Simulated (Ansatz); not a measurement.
**How far each method lies from UCCSDT(Q) for [H···H···O], triplet**

Geometry: a point of a hydrogen-transfer path between rigid fragments, not a stationary point.

```xyz
3

H     0.0000    0.0000   -1.1607
H     0.0000    0.0000    0.0853
O     0.0000    0.0000    1.0753
```

Basis cc-pVTZ; Ansatz 0.2.0. Correlated methods freeze the noble-gas cores, which leaves 8 electrons in 57 orbitals. R marks a restricted (for open shells ROHF) determinant, U an unrestricted one. Active spaces: pair = (4e, 4o) about the gap; valence = (8e, 6o) chosen from the atoms' valence shells.

Full CI isn't at hand for all of this; UCCSDT(Q) serves as the reference, and is uncertain by about the last step of the cluster series. The frozen core follows each run's orbitals, which can shift R against U totals by a few meV.

For open shells CISD is restricted-active-space CI with the open shells as a complete middle space.

```
UHF ⟨S²⟩                          : 2.015
T1 diagnostic (RCCSD)             : 0.0212
largest doubles amplitude (RCCSD) : 0.036
T1 diagnostic (UCCSD)             : 0.0115
```

```
                   level  E − E(UCCSDT(Q)) (mEh)  share of correlation (%)  wall time
                     RHF                  232.93                      0.00          –
                     UHF                  225.78                      3.07          –
                    RMP2                   20.97                     91.00          –
                    UMP2                   21.25                     90.88          –
                    CISD                   13.43                     94.24        2 s
                   RCCSD                    6.36                     97.27          –
                   UCCSD                    6.19                     97.34          –
                RCCSD(T)                    0.61                     99.74      1.2 s
                UCCSD(T)                    0.57                     99.76      1.2 s
                 BCCD(T)                    0.62                     99.74      1.6 s
                  RCCSDT                    0.25                     99.89          –
                  UCCSDT                    0.20                     99.91          –
               RCCSDT(Q)                    0.06                     99.97       41 s
     CASSCF (pair space)                  208.14                     10.64          –
     NEVPT2 (pair space)                   19.94                     91.44     0.54 s
  CASSCF (valence space)                  206.41                     11.39          –
  NEVPT2 (valence space)                   31.08                     86.66     0.45 s
  MRCISD (valence space)                   11.01                     95.27          –
MRCISD+Q (valence space)                    2.17                     99.07     0.99 s
```

The correlation energy at UCCSDT(Q), counted from RHF, is -6.338 eV. That run took 35 s on 1 thread of Arm Neoverse V2, shared host.

Times hold each run's SCF and search for its determinant on a shared host, so for small cases they say little of a method's own cost; they ran on 1 thread of Arm Neoverse V2.

Natural occupations of CASSCF (valence space) about the gap: 2.000 1.999 1.975 1.001 1.000 0.024; effectively unpaired electrons, Σ n²(2−n)², 2.00.
